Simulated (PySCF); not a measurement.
Molecule: `InChI=1S/C4H8FN/c1-3-4(5)2-6-3/h3-4,6H,2H2,1H3/t3-,4-/m0/s1`.

Cartesian coordinates in Å; atom numbers follow the order of the lines, from 1:
```xyz
14

C    -1.443   -0.196   -0.227
C    -0.235    0.633    0.164
N     0.725    0.929   -0.911
C     1.595   -0.177   -0.507
C     0.884   -0.179    0.847
F     0.531   -1.401    1.342
H    -2.020   -0.493    0.662
H    -1.151   -1.114   -0.758
H    -2.108    0.388   -0.882
H    -0.563    1.534    0.713
H     0.356    0.894   -1.859
H     2.676    0.039   -0.521
H     1.419   -1.141   -1.023
H     1.415    0.378    1.634
```

Geometry PBE0-D3(BJ)/def2-SVP throughout; GIAO in PySCF 2.14, gas phase, one conformer, non-relativistic; equivalent atoms averaged; basis pcSseg-1.

Question: How do the absolute shieldings σ depend on the functional? (a selection of nuclei; ppm; last column core-seconds on shared hosts with different chips, so compare them loosely; the GGAs took longer than the global hybrids here, which isn't the general rule, and the cause wasn't traced)

Answer: 
```tsv
functional	kind	C2	C1	N3	F6	H14	H12	H10	H7/H8/H9	H11	core-s
HF	Hartree–Fock	136.1	173.7	243.1	422.4	26.98	28.26	28.33	30.40	31.73	5.9
LDA	LDA	114.1	165.4	227.8	375.9	25.54	27.03	26.88	29.65	31.19	16
PBE	GGA	114.3	163.4	221.7	371.4	26.05	27.48	27.34	30.00	31.51	21
BLYP	GGA	107.8	158.0	214.7	369.4	26.24	27.64	27.50	30.15	31.65	21
BP86	GGA	113.9	162.8	222.2	373.3	26.12	27.55	27.41	30.06	31.56	19
OPBE	GGA	122.7	168.5	225.7	374.4	26.15	27.60	27.43	30.02	31.44	21
KT2	GGA	117.0	166.4	221.7	368.7	26.02	27.42	27.27	29.96	31.46	28
KT3	GGA	117.1	165.0	218.0	368.3	26.25	27.64	27.48	30.10	31.50	27
B97-D	GGA	114.0	161.7	219.0	374.7	26.31	27.72	27.57	30.17	31.61	28
B3LYP	global hybrid	114.7	161.9	222.3	383.6	26.38	27.75	27.66	30.16	31.61	17
PBE0	global hybrid	122.1	167.6	229.9	388.1	26.27	27.66	27.58	30.05	31.49	17
mPW1PW91	global hybrid	121.2	166.6	228.7	388.3	26.34	27.73	27.64	30.10	31.53	17
WP04	global hybrid	106.8	153.7	209.9	382.2	26.77	28.14	28.02	30.32	31.39	16
B97-2	global hybrid	121.5	166.5	227.2	386.9	26.40	27.79	27.69	30.15	31.56	18
BHandHLYP	global hybrid	123.1	166.8	230.9	400.3	26.57	27.90	27.87	30.19	31.58	14
CAM-B3LYP	range-separated hybrid	119.7	165.6	229.1	392.1	26.34	27.73	27.67	30.10	31.54	19
wB97X-D	range-separated hybrid	123.1	167.3	232.0	392.9	26.44	27.82	27.77	30.16	31.60	19
LC-wPBE	range-separated hybrid	129.7	172.1	239.3	400.3	26.40	27.84	27.81	30.12	31.50	31
```

Question: Which nucleus among those listed moves most, in ppm?

Answer: F6 (fluorine on an sp3 carbon): from 368.3 ppm with KT3 to 422.4 ppm with HF. The smallest spread is 0.54 ppm, at H11. Proton shifts span only some 12 ppm, so a few tenths of a ppm matter as much there as several ppm in carbon.
